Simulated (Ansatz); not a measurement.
`[AlH2][S][AlH2]` + H₂O → `[OH][AlH2]` + `[AlH2][SH]`  (formal hydrolysis of the Al–S bond)

Isolated molecules relaxed with PBE0-D4/def2-TZVP in Ansatz; ΔE leaves out vibrations. CBS: MP2 limit from def2 TZ/QZ plus the TZ coupled-cluster correction, frozen cores. This one scheme is used for every species. Functionals use def2-TZVPP. HSE06 is defined as in plane-wave codes.

`[AlH2][S][AlH2]`:

Z-matrix (Å, degrees):
```
Al
S 1 2.183
H 1 1.580 2 116.2
H 1 1.581 2 120.5 3 180.0
Al 2 2.183 1 101.4 3 180.0
H 5 1.580 2 120.5 1 -0.2
H 5 1.580 2 116.2 1 179.8
```

H₂O:

Cartesian coordinates in Å:
```
O 0.164 -0.295 0.194
H 0.365 0.002 -0.696
H -0.529 0.293 0.502
```

`[OH][AlH2]`:

Cartesian coordinates in Å:
```
O -0.495 -0.901 0.650
Al 0.032 0.473 -0.191
H -0.029 -1.736 0.640
H 1.365 0.406 -1.047
H -0.872 1.757 -0.052
```

`[AlH2][SH]`:

```xyz
5

Al    0.512    0.087    0.394
S    -1.334    0.634   -0.632
H     1.147    1.184    1.335
H     1.120   -1.352    0.155
H    -1.444   -0.553   -1.252
```

Problem. Is it downhill or uphill in electronic energy at CCSD(T)/CBS, and by how much? (Estimate.)

Solution. Ansatz gave: Downhill: ΔE = -3.2 kcal/mol.

Problem. What do these levels give: PBE0-D4, ωB97M-V, PBE0, HSE06, MP2/def2-SVP, MP2/CBS(def2)? (Best estimate.)

Solution. Computed: PBE0-D4 -2.2, ωB97M-V -4.7, PBE0 -2.9, HSE06 -2.8, MP2/def2-SVP -5.5, MP2/CBS(def2) -2.8 kcal/mol.

Largest T1 diagnostic among the species: 0.012.

From r2SCAN to r2SCAN0 (25 % exact exchange), in def2-TZVPP and without D4, ΔE moves by +0.8 kcal/mol. In def2-TZVPP, CCSD(T) changes the Hartree–Fock value by +1.6 kcal/mol (the triples alone add +0.5 kcal/mol) and MP2 by +2.0 kcal/mol.
